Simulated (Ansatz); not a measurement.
We consider hcp Sc, described by PBE-D4 in Ansatz (PAW).

Run with plane-wave cutoff 520 eV, 18×18×10 k mesh (along the axes of the cell as run), Fermi–Dirac smearing 0.05 eV, scalar-relativistic PAW data made under PBE.

A third-order Birch–Murnaghan fit to the energies gives V0 = 23.888 Å³/atom, B0 = 56.4 GPa, B′ = 3.3.

| V (Å³/atom) | P (GPa) |
|---|---|
| 22.933 | ___ |
| 23.410 | ___ |
| 23.888 | -0.001 |
| 24.366 | ___ |
| 24.844 | -2.075 |

Q: Estimate the withheld pressures from this fit; the answers are the runs' own values.

A: 
- 22.933, P (GPa): 2.465
- 23.410, P (GPa): 1.178
- 24.366, P (GPa): -1.083

The formula P = (3/2) B0 (x^(7/3) − x^(5/3)) [1 + (3/4)(B′ − 4)(x^(2/3) − 1)] with x = V0/V meets the computed pressures within 0.01 GPa when these rounded values are put in.

Shape and atoms are relaxed at each volume.

Measured, for comparison: bulk modulus 55.6 GPa (zero-point energy and finite temperature contributions removed, our sources range from 44.5 to 55.6; as tabulated in doi:10.1021/acs.jctc.3c00612). Computed (rounded) less measured: bulk modulus not scored (sources differ).

Note: the bulk modulus comes from volumes at which shape and atoms were relaxed.

Computed values are for the static lattice.

Ansatz is an electronic-structure program.
